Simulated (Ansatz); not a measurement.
Wavefunction ladder for CH2ClN (`N=CCl`)

```xyz
5

N     0.488   -0.666    0.550
C    -0.147    0.109   -0.193
Cl   -0.949   -0.474   -1.610
H     0.894   -0.155    1.333
H    -0.285    1.185   -0.080
```

Total charge 0; spin multiplicity 1. The structure was optimised at the PBE0-D4/def2-TZVP level. It is one conformer, not always the lowest. Frozen core, restricted reference, Ansatz 0.2.0. CBS rows extrapolate triple and quadruple zeta.

| basis | HF (Eh) | MP2 corr. | CCSD corr. | (T) | CCSD(T) total |
| --- | --- | --- | --- | --- | --- |
| def2-SVP | -552.73590 | ? | -0.45709 | -0.01466 | ? |
| def2-TZVPP | -553.00731 | -0.55145 | ? | ? | ? |
| def2-QZVPP | -553.02447 | -0.59547 | ? | -0.03029 | ? |
| CBS(def2) | -553.02683 | -0.62809 | -0.64336 | -0.03292 | -553.70311 |

(1) Fill in the withheld values. (An estimate is asked.)

Results:

(1) The calculation gave: def2-SVP MP2 corr.: -0.43037; def2-SVP CCSD(T) total: -553.20765; def2-TZVPP CCSD corr.: -0.57662; def2-TZVPP (T): -0.02675; def2-TZVPP CCSD(T) total: -553.61068; def2-QZVPP CCSD corr.: -0.61496; def2-QZVPP CCSD(T) total: -553.66972.
